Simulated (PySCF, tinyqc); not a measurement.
Ways to converge the cycle: SCF convergence aids in the sto-3g basis, for HF, spin multiplicity 1. Computed by the program tinyqc with PySCF. RHF with one setting changed at a time; a run stops when the energy changes by less than 1e-09 hartree and the error matrix is below 1e-5. The start is the Wolfsberg-Helmholz matrix. Damping d keeps d of the old density; a shift (hartree) raises the virtual levels; DIIS n extrapolates F over n matrices.

Geometry (angstrom):
```
atom       x       y       z
F     0.0000  0.0000  0.0000
H     0.0000  0.0000  1.3500
```

lowest restricted solution found by these runs and by PySCF = -98.470431 hartree

Largest element of the error matrix X^T (FDS - SDF) X:
```
iteration    plain  damping 0.3  damping 0.6  shift 0.4   DIIS 3   DIIS 8
1          4.4e-01      4.4e-01      4.4e-01    4.4e-01  4.4e-01  4.4e-01
2          4.9e-02      1.5e-01      3.0e-01    3.1e-01  4.9e-02  4.9e-02
3          6.7e-03      4.3e-02      1.9e-01    1.1e-01  7.7e-03  7.7e-03
4          1.6e-03      1.3e-02      1.2e-01    3.0e-02  8.7e-04  8.7e-04
5          3.1e-04      6.0e-03      7.0e-02    9.1e-03  7.5e-06  6.3e-06
6          7.1e-05      2.7e-03      4.2e-02    3.5e-03  1.8e-07  1.1e-07
8          3.2e-06      5.3e-04      1.4e-02    4.9e-04        -        -
10               -      1.1e-04      4.9e-03    6.9e-05        -        -
14               -      4.4e-06      1.0e-03          -        -        -
20               -            -      1.1e-04          -        -        -
30               -            -      2.4e-06          -        -        -
```

How each run ends:
```
run          iterations  E (hartree)         state
plain                 8    -98.47043  lowest found
damping 0.3          19    -98.47043  lowest found
damping 0.6          40    -98.47043  lowest found
shift 0.4            13    -98.47043  lowest found
DIIS 3                6    -98.47043  lowest found
DIIS 8                6    -98.47043  lowest found
```

What does the comparison show, and why?

6 of 6 runs reach the lowest restricted solution found, in 6 to 40 iterations (fastest: DIIS 3, DIIS 8). Plain steps already contract here, so damping only slows them. DIIS 3 and DIIS 8 gain by cancelling the error over several earlier matrices, much as a quasi-Newton step does. The restricted reference is unstable here: a spin-polarised solution lies 0.0185 hartree lower (PySCF), so results built on it describe a poor reference.
